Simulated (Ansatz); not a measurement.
Ansatz (a first-principles code) input (PBE0/cc-pVTZ): A basis named .json is the Basis Set Exchange file of that set (core-valence sets with the plain set on hydrogen).

Ansatz 0.2 input:
```yaml
crystal:
  periodic: [false, false, false]
  atoms:
    - {symbol: C, position_ang: [0.00050689, -0.00132078, 0.55496514]}
    - {symbol: F, position_ang: [-0.01645668, 1.26857246, -0.12029224]}
    - {symbol: F, position_ang: [1.10642385, -0.61968926, -0.12581178]}
    - {symbol: F, position_ang: [-1.09030510, -0.64800268, -0.12387274]}
basis:
  gaussian:
    orbitals: cc-pVTZ
    fitting: {mean_field: cc-pVTZ-JKFIT.json}
hamiltonian:
  xc: {name: PBE0}
total_charge: -1
magnetization: {spin_polarized: false}
```

Output:

```
Functional definition: PBE0
integrals: 0.03 GiB planned
316 factors; integrals over basis functions are off by at most 8.4e-1 eV
mean field: 0.28 GiB planned
mean field evaluation 1: about -9180.6747 eV, gradient 2.1e1 eV
mean field evaluation 2: about -9181.0762 eV, gradient 1.5e1 eV
mean field evaluation 4: about -9181.3678 eV, gradient 9.7e-1 eV
mean field evaluation 8: about -9181.3701 eV, gradient 3.9e-3 eV
mean field -9181.37012060 eV, -337.4091285758 hartree, gradient 5.2e-5 eV, S^2 0.000000; 0 other end points of the search recorded, 0 dependent functions left out
reference -9181.37013165 eV, -337.4091289819 hartree; 17, 17 occupied and 103, 103 virtual orbitals, 316 factors
Total energy: -9181.37013165 eV, -337.4091289819 hartree
```
